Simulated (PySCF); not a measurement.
# C6H6: the cost of one run

The runs use PySCF 2.14.0, with density-fitted response routines of our own; the level of theory stands in each step. All values are computed, except where a source is named. Atoms are numbered from 0 throughout.

**1. The molecule as given**

12 atoms, charge 0, multiplicity 1; geometry from: GFN2-xTB. The atoms were then displaced at random by about 0.01 Å, so the start is not that level's minimum.

Bonds of the start (Å): C0–C1 1.22, C1–C2 1.45, C2–C3 1.50, C3–C4 1.34, C4–C5 1.50, C5–C2 1.56, C0–H6 1.05, C2–H7 1.08, C3–H8 1.07, C4–H9 1.09, C5–H10 1.09, C5–H11 1.09.

**2. Relaxing the molecule at PBE0-D3(BJ)/def2-SVP**

Job settings and geometry (Å):

```
{"job": {"xc": "PBE0", "basis": "def2-SVP", "d3": "d3bj", "grid": 1, "shake": 0.01, "kind": "geom"}, "charge": 0, "multiplicity": 1}
C      2.540710     0.244780    -0.736680
C      1.363320    -0.052100    -0.658390
C     -0.038300    -0.417660    -0.527330
C     -0.389890    -0.987620     0.819310
C     -1.264760    -0.005720     1.090700
C     -1.002250     0.755130    -0.176720
H      3.539160     0.540020    -0.829110
H     -0.315640    -1.010020    -1.382720
H     -0.108140    -1.878670     1.346160
H     -1.918650     0.219240     1.935260
H     -1.855420     0.844140    -0.842260
H     -0.510450     1.720200    -0.047250
```

Launch:

```bash
$ OMP_NUM_THREADS=1 python probes_run.py task.json out
```

One launch serves the whole session: the jobs run in the order shown.

Q: Estimate the wall time and peak memory of this first job on 1 thread of Intel Xeon Platinum 8488C, shared host.

About 35 s, with a peak of 0.48 GiB.
